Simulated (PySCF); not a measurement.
One molecule, one basis, several functionals.

Species: 1,1,2-trichloroethane, C₂H₃Cl₃.
Bonds: Cl1–C2, C2–C3, C3–Cl4, C3–Cl5. Hydrogens: H6, H7 on C2; H8 on C3.

Torsions of this conformer, `[Cl:1][CH2:2][CH:3]([Cl:4])[Cl:5]`: Cl1–C2–C3–Cl4 -64°.

PySCF, def2-SVPD basis, density fitting, gas phase, PBE0-D3(BJ)/def2-SVP geometry; singlet excitations by full TDDFT with frozen cores, triplets by Tamm–Dancoff TDDFT and ionisation energies by ΔSCF, from the lowest of the holes tried. One functional is left out:

| functional | exact exchange (%) | HOMO energy (eV) | LUMO energy (eV) | lowest singlet excitation (eV) | lowest triplet excitation (eV) | dipole moment (D) | mean polarisability (au) | vertical ionisation energy (eV) |
| --- | --- | --- | --- | --- | --- | --- | --- | --- |
| LDA | 0 | -7.58 | -1.71 | 6.02 | 5.75 | 1.273 | 71.3 | 11.13 |
| PBE | 0 | -7.48 | -1.55 | 6.07 | 5.73 | 1.254 | 70.9 | 10.31 |
| B3LYP | 20 | -8.60 | -0.75 | 6.75 | 6.16 | 1.289 | 68.8 | 10.79 |
| BHandHLYP | 50 | -10.14 | 0.55 | 7.37 | 6.58 | 1.348 | 66.2 | 11.28 |

Q: Predict the row of PBE0 (25 % exact exchange) by straight lines through the other rows, and check it.

A: 
```tsv
property	line	computed	computed − line	B3LYP (20 %), for comparison
HOMO energy (eV)	-8.84	-8.88	-0.04	-8.60
LUMO energy (eV)	-0.54	-0.49	+0.05	-0.75
lowest singlet excitation (eV)	6.75	6.92	+0.17	6.75
lowest triplet excitation (eV)	6.18	6.26	+0.08	6.16
dipole moment (D)	1.304	1.312	+0.008	1.289
mean polarisability (au)	68.6	67.9	-0.7	68.8
vertical ionisation energy (eV)	10.96	10.89	-0.07	10.79
```
